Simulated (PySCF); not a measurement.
**LiO: energy against distance**

Set-up: Li def2-TZVP, O def2-TZVP; no relativity (PySCF 2.14). Energies in eV from Li + O in their ground configurations at the same level. State: ²Π (doublet), unpaired electrons π ↑.

All columns are LC-ωPBE. A positive dipole means Li(−)O(+).

| R (Å) | E (eV) | μ (D) | Mulliken charge on Li (basis-dependent) | HOMO (eV) | LUMO (eV) | Mayer bond order | ⟨S²⟩ |
| --- | --- | --- | --- | --- | --- | --- | --- |
| 1.446 | -3.035 | -5.72 | 0.73 | -9.22 | 0.13 | 0.52 | 0.75 |
| 1.514 | -3.316 | -5.97 | 0.74 | -9.04 | 0.08 | 0.51 | 0.75 |
| 1.581 | -3.476 | -6.22 | 0.74 | -8.87 | 0.03 | 0.49 | 0.75 |
| 1.631 | -3.534 | -6.40 | 0.75 | -8.75 | -0.01 | 0.48 | 0.75 |
| 1.682 | -3.552 | -6.59 | 0.75 | -8.63 | -0.05 | 0.47 | 0.75 |
| 1.732 | -3.539 | -6.78 | 0.76 | -8.52 | -0.09 | 0.47 | 0.75 |
| 1.800 | -3.482 | -7.02 | 0.76 | -8.38 | -0.15 | 0.46 | 0.75 |
| 1.884 | -3.368 | -7.33 | 0.76 | -8.21 | -0.22 | 0.46 | 0.75 |
| 1.985 | -3.187 | -7.71 | 0.76 | -8.03 | -0.30 | 0.46 | 0.75 |
| 2.119 | -2.907 | -8.21 | 0.75 | -7.81 | -0.41 | 0.46 | 0.75 |

A fit through these points gives, at Re = 1.684 Å, μ = -6.60 D and dμ/dR = -3.69 D/Å; the reduced mass is 4.877 u.

Problem. How strong is the fundamental in the double-harmonic approximation, I = 42.26·(dμ/dR)²/μred km/mol?

Solution. I = 42.26·(-3.69)²/4.877 = 118 km/mol at LC-ωPBE.

The state was picked by a PBE0 search and need not be the measured ground state.
